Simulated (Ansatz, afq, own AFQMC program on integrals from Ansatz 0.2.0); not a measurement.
GeH3, doublet: AFQMC among the cluster methods

```xyz
4

Ge    0.0001    0.0000   -0.0454
H     3.5482    0.0409    1.0961
H    -1.8123    3.0544    1.0860
H    -1.7418   -3.0948    1.0871
```

Basis 6-31G. Only valence electrons are correlated. Integrals, coupled cluster, full CI and functionals: Ansatz 0.2.0; the random walks run on the same integrals in our own AFQMC program. ph-AFQMC/CISD is guided by a CISD state made of CCSD amplitudes; releasing the constraint for a short imaginary time cuts its bias at the price of noise, slowly where states lie close. ± is one standard error of the sampling. No spin–orbit coupling.

Determinant: UHF, the one that the program's search chose, which needn't be the lowest solution. The geometry is a point of a scan.

Full CI on the same integrals is exact in this basis and with this determinant's frozen core.

Cautions: no relativity below Rb; no spin-orbit coupling; inner d shell frozen; unrestricted determinant spin contaminated (⟨S²⟩ 2.70 against 0.75); the released energies are still falling, so no released level is given (meV from the phaseless value at times in 1/Eh: -2.1 ± 1.1 at 0.24, -3.8 ± 1.3 at 0.51, -6.0 ± 0.7 at 0.99, -10.4 ± 0.9 at 1.62, -15 ± 3 at 2.40), though the last usable value meets full CI within the noise; the ph-AFQMC/CISD walk drifts between its halves (2.9 errors); the next higher spin lies close (full CI puts it 91 meV above); walk and cluster series may follow different spin states.

The T1 diagnostic is 0.0212, the weight of the determinant in the CISD state is 0.891 and the ⟨S²⟩ of the determinant is 2.698. The size of the correlated space is 7 electrons in 21 orbitals.

| level | correlation energy (eV) |
| --- | --- |
| MP2 | -0.4689 |
| CCSD | -0.7242 |
| CCSD(T) | -0.7379 |

Question: Estimate where full CI lies against CCSD(T) on the same integrals.

Answer: 4.6 kJ/mol below CCSD(T).

Reference: full CI, correlation energy -0.786 eV. The cautions show a poor starting determinant, so the rows tell how each method copes with it here, and full CI is the sure value.

```
        level  E − E(reference) (kJ/mol)  share of correlation (%)
      CCSD(T)                        4.6                     93.93
        CCSDT                        2.0                     97.35
     CCSDT(Q)                        1.9                     97.55
       CCSDTQ                        1.2                     98.48
ph-AFQMC/CISD                  1.6 ± 0.1                     97.95
```

CCSDT and higher add their correlation energy to the determinant of the CCSD(T) run, since their own runs factorise the integrals more tightly (a shift of under 2 meV). A walk keeps the symmetry of its determinant, which the program's search chose and which needn't be the lowest solution, so a lower state of the same spin and another symmetry isn't excluded.
